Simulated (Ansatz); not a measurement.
# Al2H, quartet: reading a ladder of total energies

Geometry: a PBE0/def2-TZVP stationary point for this spin, not checked as a minimum.

```tsv
atom	x (Å)	y (Å)	z (Å)
Al	0.0000	0.0000	0.2591
Al	0.0000	0.0000	-2.1014
H	0.0000	0.0000	1.8423
```

Basis 6-31G; Ansatz 0.2.0. Correlated methods freeze the noble-gas cores, which leaves 7 electrons in 18 orbitals. R marks a restricted (for open shells ROHF) determinant, U an unrestricted one.

Full CI is exact within this basis and frozen core; it isn't the basis-set limit. The frozen core follows each run's orbitals, which can shift R against U totals by a few meV.

Runs differ by some tens of microhartree through their thresholds and, for an open shell, their frozen cores, so steps under 0.1 kcal/mol mean nothing.

| level | total energy (hartree) |
| --- | --- |
| UHF | -484.288059 |
| UMP2 | -484.335003 |
| UCCSD | -484.355959 |
| UCCSD(T) | -484.357750 |
| UCCSDT | -484.358541 |
| UCCSDT(Q) | -484.358737 |
| UCCSDTQ | -484.358827 |
| full CI | -484.358831 |

Q: What is the correlation energy at full CI, and what share of it do UMP2 and UCCSD(T) recover?

A: E(corr) = -484.358831 − (-484.288059) = -0.070772 hartree = -1.926 eV. UMP2: -0.046944 / -0.070772 = 66.33 %. UCCSD(T): -0.069691 / -0.070772 = 98.47 %.

Q: By how many kcal/mol does UCCSD(T) miss full CI (1 hartree = 627.509 kcal/mol), and which steps make up the rest?

A: -484.357750 − (-484.358831) = 0.001081 hartree = 0.68 kcal/mol. Steps: UCCSDT − UCCSD(T) = -0.50, UCCSDT(Q) − UCCSDT = -0.12, UCCSDTQ − UCCSDT(Q) = -0.06, full CI − UCCSDTQ = 0.00 kcal/mol. That is within 1 kcal/mol of the reference in this basis, which itself misses far more of the correlation at the basis-set limit.
